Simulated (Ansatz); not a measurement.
# CH2Al+ (quintet): wave-function methods side by side, def2-QZVPP

One table from this session's results is given with a row withheld; the runs are named, their logs left out.

Method: def2-QZVPP, core rule «outside noble gas», up to 6 orbitals frozen; program: Ansatz 0.2.0, Gaussian basis.

Plan: UHF; ROHF; CCSD(T) on UHF.

### What is computed

The geometry is a PBE0/def2-TZVP stationary point (not a proven minimum) of the parent state, kept for this charge and spin.

4 atoms, charge 1, spin multiplicity 5.

Atoms are counted from 1 here; the program's logs count them from 0.

Bond lengths: Al1–C2 1.948 Å, C2–H3 1.088 Å, C2–H4 1.088 Å. Angles: Al1–C2–H3 122.6°, Al1–C2–H4 122.6°, H3–C2–H4 114.8°.

The first run:

The input, in.yaml:

```yaml
crystal:
  periodic: [false, false, false]
  atoms:
    - {symbol: Al, position_ang: [0.000000, 0.000000, 0.695038]}
    - {symbol: C, position_ang: [0.000000, 0.000000, -1.252764]}
    - {symbol: H, position_ang: [0.000000, 0.916303, -1.838714]}
    - {symbol: H, position_ang: [0.000000, -0.916304, -1.838714]}
basis:
  gaussian: {orbitals: "def2-QZVPP.json"}
total_charge: 1
magnetization: {spin_polarized: true, initial_magnetization: 4}
hamiltonian: {xc: hf}
output: {orbitals: {seedname: orbitals}}
```

Launch:

```console
$ ansatz run in.yaml --threads 1 --pin off --events-out ev --progress --plain --max-ram 2393MiB
```

Among the steps run: UHF; ROHF; CCSD(T) on UHF.

One of the session's tables, all rows but one given; the rest of the session is left out.

It belongs to the step «Misses and costs». 

| method | from UCCSD(T) (meV) |
| --- | --- |
| ROHF | ? |
| UHF | +4477.6 |
| UMP2 | +711.5 |
| UCCSD | +130.9 |
| UCCSD(T) | 0 |

**Question.** Estimate the row for ROHF.

The run gave: from UCCSD(T) (meV): +4584.8. In the column «from UCCSD(T) (meV)» it is the highest.
